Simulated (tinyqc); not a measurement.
Stretching all distances: RHF, UHF, MP2, CISD and CCSD against full CI in the sto-3g basis, for BH3, spin multiplicity 1. Computed by the program tinyqc with PySCF. All coordinates are multiplied by the scale. c0^2 is the weight of the RHF determinant in the lowest singlet FCI state (UHF is spin-contaminated and may lie near states of higher spin) and n(LUMO) the first natural occupation beyond the occupied space.

Geometry (angstrom):

| atom | x | y | z |
|---|---|---|---|
| B | 0.0000 | 0.0000 | 0.0190 |
| H | 1.1190 | 0.0000 | 0.0000 |
| H | -0.5600 | 0.9690 | 0.0000 |
| H | -0.5600 | -0.9690 | 0.0000 |

Full CI energy (hartree) and errors against it (kcal/mol):

| scale | distance 1-2 (angstrom) | E(FCI) | RHF | UHF | MP2 | CISD | CCSD | <S^2> UHF | c0^2 | n(LUMO) |
|---|---|---|---|---|---|---|---|---|---|---|
| 0.920 | 1.030 | -26.07134 | 25.854 | 25.854 | 7.478 | 0.469 | 0.151 | 0.000 | 0.979 | 0.012 |
| 1.120 | 1.253 | -26.11485 | 37.332 | 37.332 | 12.079 | 1.121 | 0.296 | 0.000 | 0.961 | 0.027 |
| 1.310 | 1.466 | -26.03108 | 54.066 | 54.066 | 19.146 | 2.778 | 0.716 | 0.000 | 0.929 | 0.057 |
| 1.510 | 1.690 | -25.90370 | 79.433 | 79.433 | 30.581 | 7.040 | 2.040 | 0.000 | 0.866 | 0.123 |
| 1.710 | 1.914 | -25.78251 | 114.063 | 85.742 | 47.367 | 16.207 | 5.736 | 1.265 | 0.759 | 0.255 |

What does the comparison show, and why?

UHF parts from RHF first at scale 1.71 of those listed, where <S^2> leaves zero. The weight c0^2 goes from 0.98 to 0.76 and n(LUMO) from 0.01 to 0.26: static correlation grows as the bonds break into open-shell fragments. The spread of the error along the curve, which distorts its shape, is CCSD 5.6, CISD 15.7, MP2 39.9, UHF 59.9, RHF 88.2 kcal/mol. The table stops here: at scale 1.91 and beyond, the reference weight falls under 0.45 or RHF, UHF or CCSD hop between solutions, so those rows were left out and the spreads given cover only the rows shown. As computed, partly on other solutions, the errors there reach in size RHF 251, UHF 64, MP2 101, CISD 76, CCSD 45 kcal/mol.
